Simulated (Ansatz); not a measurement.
**What a trial cell of Ag2I relaxes into**

These are results of DFT PBE, scalar-relativistic, plane waves, PAW in Ansatz, not measurements. Cutoff 420 eV, Γ-centred k mesh, Gaussian smearing, no spin polarisation in the final step.

This is the end of a relaxation of cell and atoms.

```
Ag I
1.0
     0.00000    4.15650    4.15650
     4.15650    0.00000    4.15650
     4.15650    4.15650    0.00000
Ag I
4 2
Direct
  0.62500 0.62500 0.62500
  0.12500 0.62500 0.62500
  0.62500 0.62500 0.12500
  0.62500 0.12500 0.62500
  0.00000 0.00000 0.00000
  0.25000 0.25000 0.25000
```

Energies over the elements count from the elements' standard structures at the same level, with no empirical corrections.

**Question.** What space group does it have?

**Answer.** Fd-3m (No. 227). Conventional cell: a = 8.313 Å. Around Ag lie 6 Ag at 2.94 Å and 6 I at 3.45 Å; I is coordinated by 12 Ag at 3.45 Å and 4 I at 3.60 Å.

**Question.** What is its formation energy per atom?

**Answer.** 0.24 eV/atom.

**Question.** Is it a metal?

**Answer.** Yes, bands cross the Fermi level on the 8×8×8 mesh.

The final run used a 8×8×8 mesh on its 6-atom cell and 0.10 eV smearing. For metals, differences of a few meV/atom aren't resolved. Spin–orbit coupling is left out. The cell came from a trial start, so Ag2I may not exist in this structure.

Cost: 3 runs of about 1.4 core-minutes in all, on Arm Neoverse V1 (shared hosts).